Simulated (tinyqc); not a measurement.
Ways to converge the cycle: SCF convergence aids in the sto-6g basis, for H2F+, spin multiplicity 1. Computed by the program tinyqc with PySCF. RHF with one setting changed at a time; a run stops when the energy changes by less than 1e-09 hartree and the error matrix is below 1e-5. The start is random orbitals. Damping d keeps d of the old density; a shift (hartree) raises the virtual levels; DIIS n extrapolates F over n matrices.

Geometry (angstrom):
```
atom,x,y,z
F,0.0000,0.0000,0.0000
H,0.0000,1.0000,0.5400
H,0.0000,-1.0000,0.5400
```

lowest restricted solution found by these runs and by PySCF = -99.741550 hartree

Largest element of the error matrix X^T (FDS - SDF) X:
```
iteration,plain,damping 0.3,damping 0.6,shift 0.4,DIIS 3,DIIS 8
1,1.5e+01,1.5e+01,1.5e+01,1.5e+01,1.5e+01,1.5e+01
2,5.0e-01,4.2e+00,8.6e+00,4.9e-01,5.0e-01,5.0e-01
3,5.0e-02,1.2e+00,5.1e+00,2.8e-01,5.1e-02,5.1e-02
4,1.4e-02,3.7e-01,3.0e+00,8.1e-02,1.2e-02,1.2e-02
5,4.6e-03,1.2e-01,1.8e+00,3.0e-02,3.8e-03,3.5e-03
6,2.3e-03,4.0e-02,1.1e+00,1.5e-02,1.1e-03,8.0e-04
8,6.1e-04,4.9e-03,3.8e-01,6.3e-03,5.0e-05,2.9e-05
10,1.6e-04,1.3e-03,1.4e-01,2.7e-03,5.7e-06,6.9e-07
14,1.1e-05,2.5e-04,2.0e-02,5.1e-04,-,-
20,-,2.1e-05,1.2e-03,4.1e-05,-,-
30,-,-,1.2e-04,-,-,-
45,-,-,4.7e-06,-,-,-
```

How each run ends:
```
run,iterations,E (hartree),state
plain,15,-99.74155,lowest found
damping 0.3,23,-99.74155,lowest found
damping 0.6,48,-99.74155,lowest found
shift 0.4,24,-99.74155,lowest found
DIIS 3,10,-99.74155,lowest found
DIIS 8,10,-99.74155,lowest found
```

What does the comparison show, and why?

6 of 6 runs reach the lowest restricted solution found, in 10 to 48 iterations (fastest: DIIS 3, DIIS 8). Plain steps already contract here, so damping only slows them. DIIS 3 and DIIS 8 gain by cancelling the error over several earlier matrices, much as a quasi-Newton step does.
